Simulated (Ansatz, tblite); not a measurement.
# Diborane mono F (B₂H₅F): a ladder of methods and basis sets

An exercise on one series of results from a longer session: the logs are not shown, and one member is left open.

Program: Ansatz 0.2.0, Gaussian basis. Level of theory: as each input shows. These are calculated values, not measurements.

The runs, in order: GFN1-xTB, GFN2-xTB, PBE-D4/def2-TZVP, r2SCAN-D4/def2-TZVP, r2SCAN0-D4/def2-TZVP, ωB97X-V/def2-TZVP, B97M-V/def2-TZVP, BLYP-D4/def2-TZVP, ωB97M-V/def2-TZVP, PBE-QIDH/def2-TZVP, HSE06-D4/def2-TZVP, PBE-D4/def2-SVP, PBE0-D4/def2-SVP, HF/STO-3G, HF/6-31G, B3LYP-D4/6-31G, CCSD(T)/def2-TZVPP, MP2/def2-TZVP, RPA/def2-TZVP.

### The structure

The singlet was relaxed beforehand with PBE-D4/def2-TZVP.

8 atoms, charge 0, spin multiplicity 1.

Bond lengths: B1–F2 1.349 Å, B1–H3 1.200 Å, B1–H4 1.371 Å, B1–B5 1.772 Å, B1–H8 1.370 Å, H4–B5 1.295 Å, B5–H6 1.196 Å, B5–H7 1.197 Å, B5–H8 1.295 Å. Angles: F2–B1–H3 119.9°, F2–B1–H4 111.3°, F2–B1–B5 119.4°, F2–B1–H8 111.3°, H3–B1–H4 109.0°, H3–B1–B5 120.8°, H3–B1–H8 109.0°, H4–B1–B5 46.5°, H4–B1–H8 93.0°, B5–B1–H8 46.5°, B1–H4–B5 83.3°, B1–B5–H4 50.2°, B1–B5–H6 118.7°, B1–B5–H7 117.8°, B1–B5–H8 50.2°, H4–B5–H6 109.6°, H4–B5–H7 105.7°, H4–B5–H8 100.2° and more.

PBE0-D4/def2-TZVP was run before; its log isn't repeated, and its numbers join the tables.

The first run:

Tight binding, by tblite at 300 K electronic temperature and without a spin-polarisation term:

```python
tblite.interface.Calculator('GFN1-xTB', numbers, positions, charge=0, uhf=0).singlepoint()
```

Tight binding, by tblite at 300 K electronic temperature and without a spin-polarisation term:

```python
tblite.interface.Calculator('GFN2-xTB', numbers, positions, charge=0, uhf=0).singlepoint()
```

start.molden holds the orbitals of an earlier run on this state, given as this run's starting guess.

in.yaml reads:

```yaml
crystal:
  periodic: [false, false, false]
  atoms:
    - {symbol: B, position_ang: [-0.129383, 0.845430, -0.217483]}
    - {symbol: F, position_ang: [-0.257679, 1.172365, -1.519515]}
    - {symbol: H, position_ang: [-0.190502, 1.700559, 0.622278]}
    - {symbol: H, position_ang: [0.992865, 0.088569, -0.001971]}
    - {symbol: B, position_ang: [0.130459, -0.849090, 0.231838]}
    - {symbol: H, position_ang: [0.186145, -1.671502, -0.635201]}
    - {symbol: H, position_ang: [0.240874, -1.107683, 1.394971]}
    - {symbol: H, position_ang: [-0.972768, -0.178648, 0.125082]}
basis:
  gaussian: {orbitals: def2-TZVP, initial_orbitals: start.molden}
hamiltonian: {xc: pbe, dispersion: d4}
scf: {omitted_lower_state_checks: [starts]}
output: {orbitals: {seedname: orbitals}}
```

The run is started by

```console
$ ansatz run in.yaml --threads 4 --pin off --events-out ev --progress --plain --max-ram 3916MiB
```

Among the steps run: PBE-D4/def2-TZVP; r2SCAN-D4/def2-TZVP; r2SCAN0-D4/def2-TZVP; ωB97X-V/def2-TZVP; B97M-V/def2-TZVP; BLYP-D4/def2-TZVP; ωB97M-V/def2-TZVP; PBE-QIDH/def2-TZVP; HSE06-D4/def2-TZVP; PBE-D4/def2-SVP; PBE0-D4/def2-SVP; HF/STO-3G; HF/6-31G; B3LYP-D4/6-31G; CCSD(T)/def2-TZVPP; MP2/def2-TZVP; RPA/def2-TZVP.

One table of the session follows, with a row left open; its other results are not shown here.

It belongs to the step «Levels side by side». 

```
               level  HOMO (eV)  LUMO (eV)  gap (eV)
           HF/STO-3G     -11.53       7.22     18.75
            HF/6-31G     -13.61       3.30     16.92
     PBE-D4/def2-SVP      -8.15      -1.55      6.60
    PBE-D4/def2-TZVP      -8.28      -1.68      6.60
   BLYP-D4/def2-TZVP      -8.25      -1.51      6.74
 r2SCAN-D4/def2-TZVP      -8.65      -1.33      7.32
    B97M-V/def2-TZVP      -8.75      -1.44      7.31
      B3LYP-D4/6-31G      -9.50      -0.69      8.81
    PBE0-D4/def2-SVP          ?          ?         ?
   PBE0-D4/def2-TZVP      -9.82      -0.68      9.14
r2SCAN0-D4/def2-TZVP     -10.05      -0.46      9.60
  HSE06-D4/def2-TZVP      -9.41      -1.06      8.35
   ωB97X-V/def2-TZVP     -12.34       1.56     13.90
   ωB97M-V/def2-TZVP     -12.17       1.31     13.48
```

Estimate the missing values for PBE0-D4/def2-SVP.

**Answer.** HOMO (eV): -9.74; LUMO (eV): -0.56; gap (eV): 9.18. In the column «HOMO (eV)» it lies between PBE0-D4/def2-TZVP (-9.82) and B3LYP-D4/6-31G (-9.50).
